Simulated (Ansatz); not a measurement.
# C3H4F2O: vertical ionisation energy

An exercise on one series of results from a longer session: the logs are not shown, and one member is left open.

Program: Ansatz 0.2.0, Gaussian basis. Level of theory: unrestricted cation, the program's frozen cores in correlated methods. These are calculated values, not measurements.

Levels to be run: UKS PBE-D4/def2-TZVPP; UKS r2SCAN-D4/def2-TZVPP; UKS PBE0-D4/def2-TZVPP; UKS B3LYP-D4/def2-TZVPP; UKS wB97X-V/def2-TZVPP; UKS wB97M-V/def2-TZVPP; UKS B2PLYP/def2-TZVPP; UHF-CCSD(T)/def2-TZVPP; UHF-MP2/def2-QZVPP; extrapolation to the limit; then −ε(HOMO) from the neutral's earlier runs with LDA (SPW92), PBE-D4, revPBE-D4, BLYP-D4, r2SCAN-D4, B97M-V, PBE0-D4, B3LYP-D4, r2SCANh-D4, r2SCAN0-D4, HSE06-D4, BHLYP-D4, CAM-B3LYP-D4, LC-ωPBE, ωB97X-V, ωB97M-V.

### The relaxed structure

All runs share one geometry, relaxed beforehand with PBE0-D4 in a triple-zeta def2 set.

SMILES `FC(F)C1CO1`, 10 atoms, charge 0, spin multiplicity 1.

Atoms are counted from 1 here; the program's logs count them from 0.

Bond lengths: F1–C2 1.355 Å, C2–F3 1.357 Å, C2–C4 1.496 Å, C2–H7 1.095 Å, C4–C5 1.456 Å, C4–O6 1.412 Å, C4–H8 1.088 Å, C5–O6 1.418 Å, C5–H9 1.086 Å, C5–H10 1.087 Å. Angles: F1–C2–F3 107.2°, F1–C2–C4 110.2°, F1–C2–H7 108.4°, F3–C2–C4 109.6°, F3–C2–H7 109.0°, C4–C2–H7 112.3°, C2–C4–C5 119.8°, C2–C4–O6 115.0°, C2–C4–H8 114.7°, C5–C4–O6 59.2°, C5–C4–H8 120.2°, O6–C4–H8 116.1°, C4–C5–O6 58.8°, C4–C5–H9 119.0°, C4–C5–H10 119.6°, O6–C5–H9 115.6°, O6–C5–H10 115.4°, H9–C5–H10 115.9° and more.

The first run:

Input file in.yaml:

```yaml
crystal:
  periodic: [false, false, false]
  atoms:
    - {symbol: F, position_ang: [0.075441, -2.158801, 0.771103]}
    - {symbol: C, position_ang: [0.577462, -1.048858, 0.178538]}
    - {symbol: F, position_ang: [1.165273, -1.442521, -0.979635]}
    - {symbol: C, position_ang: [-0.523281, -0.081064, -0.120061]}
    - {symbol: C, position_ang: [-0.237938, 1.346372, -0.165710]}
    - {symbol: O, position_ang: [-0.882465, 0.762314, 0.953590]}
    - {symbol: H, position_ang: [1.339278, -0.620020, 0.837879]}
    - {symbol: H, position_ang: [-1.346379, -0.493216, -0.700422]}
    - {symbol: H, position_ang: [-0.860213, 1.987474, -0.783196]}
    - {symbol: H, position_ang: [0.775921, 1.697216, 0.010914]}
basis:
  gaussian: {orbitals: def2-TZVPP}
total_charge: 1
magnetization: {spin_polarized: true, initial_magnetization: 1}
hamiltonian: {xc: pbe, dispersion: d4}
```

Run with:

```console
$ ansatz run in.yaml --threads 2 --pin off --events-out ev --progress --plain --max-ram 32768MiB --backend cpu
```

Among the steps run: Cation, UKS PBE-D4/def2-TZVPP; Cation, UKS r2SCAN-D4/def2-TZVPP; Cation, UKS PBE0-D4/def2-TZVPP; Cation, UKS B3LYP-D4/def2-TZVPP; Cation, UKS wB97X-V/def2-TZVPP; Cation, UKS wB97M-V/def2-TZVPP; Cation, UKS B2PLYP (frozen core)/def2-TZVPP; Cation, UHF-CCSD(T)/def2-TZVPP; Cation, UHF-MP2/def2-QZVPP.

One of the session's tables, all rows but one given; the rest of the session is left out.

Orbital estimates, from the neutral's runs:

| functional | −ε(HOMO) (eV) |
| --- | --- |
| LDA (SPW92) | 6.97 |
| PBE-D4 | 6.80 |
| revPBE-D4 | 6.73 |
| BLYP-D4 | 6.73 |
| r2SCAN-D4 | 7.17 |
| B97M-V | 7.34 |
| PBE0-D4 | 8.54 |
| B3LYP-D4 | ? |
| r2SCANh-D4 | 7.82 |
| r2SCAN0-D4 | 8.80 |
| HSE06-D4 | 8.12 |
| BHLYP-D4 | 10.24 |
| CAM-B3LYP-D4 | 10.04 |
| LC-ωPBE | 11.35 |
| ωB97X-V | 11.04 |
| ωB97M-V | 10.98 |

**Question.** Estimate the row for B3LYP-D4.

Worked estimate for «−ε(HOMO) (eV)». Against the share of exact exchange, BLYP-D4 (0, 6.73), BHLYP-D4 (0.5, 10.24) give a slope of 7.02 per unit share; at 0.2 the line stands at 8.13.

As computed: −ε(HOMO) (eV): 8.28. In «−ε(HOMO) (eV)» the line misses by -0.15.
